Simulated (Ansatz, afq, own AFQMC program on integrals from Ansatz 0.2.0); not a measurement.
Se, quintet: AFQMC among the cluster methods

A free Se atom.

Basis cc-pVQZ. Noble-gas cores (and the filled d shells of Ga–Kr and In–Xe) are frozen. Ansatz 0.2.0 and our own AFQMC program on the same integrals; the CISD trial comes from CCSD amplitudes, and released means the phaseless constraint is let go. Uncertainties: one standard error, sampling alone. No spin–orbit coupling.

Determinant: UHF, the one that the program's search chose, which needn't be the lowest solution.

No full CI on the walks' own integrals is used here; CCSDT(Q) serves as the reference and is uncertain by about the last step of the cluster series.

Cautions: no relativity below Rb; no spin-orbit coupling; inner d shell frozen; another spin lies lower (by 8.62 eV); the search met a lower determinant of the same kind, perhaps of another symmetry (31 meV lower), and this one is a saddle point.

```
T1 diagnostic                               : 0.0030
weight of the determinant in the CISD state : 0.937
⟨S²⟩ of the determinant                     : 6.001
size of the correlated space                : 6 electrons in 54 orbitals
```

Reference: CCSDT(Q), correlation energy -3.339 eV. The released energy is read at 1.50 1/Eh (meV from the phaseless value at times in 1/Eh: -1.8 ± 2.1 at 0.24, -3.6 ± 1.8 at 0.50, -6.3 ± 1.8 at 1.00, -4.1 ± 1.4 at 1.50).

| level | E − E(reference) (kJ/mol) | share of correlation (%) |
| --- | --- | --- |
| HF | 322.2 | 0.00 |
| MP2 | 49.2 | 84.72 |
| CCSD | 16.5 | 94.89 |
| CCSD(T) | 2.3 | 99.28 |
| CCSDT | 0.6 | 99.82 |
| ph-AFQMC/CISD | 0.7 ± 0.2 | 99.80 |
| released AFQMC | 0.3 ± 0.1 | 99.92 |

A walk keeps the symmetry of its determinant, which the program's search chose and which needn't be the lowest solution, so a lower state of the same spin and another symmetry isn't excluded. Released energies are given only where the last usable release times agree within the noise; a slower fall can still hide under it.
